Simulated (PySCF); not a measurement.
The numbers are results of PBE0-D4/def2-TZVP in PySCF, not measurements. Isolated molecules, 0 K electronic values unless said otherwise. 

Reference species (SMILES): `[C]#N` (neutral, multiplicity 2).

The highest occupied spin orbital comes out as -10.83 eV.

Changed species: `C[SiH2]` (radical fragment; the reference has radical fragment).

Give the shifts of the highest occupied spin orbital.

the highest occupied spin orbital rises by 4.93 eV, to -5.90 eV.
